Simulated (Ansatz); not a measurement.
C$_{3}$H$_{5}$NS, SMILES `C=C/N=C/S`. The species carries charge 0 and has multiplicity 1.

```xyz
10

C     1.2078   -1.3753   -1.2118
C     0.7710   -0.5443   -0.2700
N    -0.4944    0.0210   -0.3230
C    -0.8327    0.8014    0.6137
S    -2.4084    1.5435    0.6057
H     0.5758   -1.6326   -2.0530
H     2.1982   -1.8072   -1.1549
H     1.4083   -0.2834    0.5805
H    -0.1846    1.0550    1.4618
H    -2.2411    2.2220    1.7511
```

Question: List the harmonic frequencies (cm⁻¹, unscaled) at PBE0-D4/def2-TZVP in Ansatz. (Estimate.)

Answer: Ansatz gave: 138, 182, 213, 323, 402, 494, 726, 850, 928, 935, 951, 1007, 1017, 1204, 1326, 1332, 1430, 1677, 1708, 2721, 3040, 3078, 3177, 3273.

Question: Is this a minimum?

Answer: Yes, all 24 modes are real.

Question: Give the ideal-gas thermochemistry at 298.15 K and 1 bar (rigid rotor, harmonic oscillator; point group Cs, symmetry number 1).

Answer: Zero-point energy 192.2 kJ/mol; H(298) − E = 210.4 kJ/mol; entropy 319.5 J/(mol·K), of which translation 164.6, rotation 108.2, vibration 46.8; G(298) − E = 115.1 kJ/mol.

Question: Rotational constants (cm⁻¹)?

Answer: 1.061, 0.05273, 0.05023.
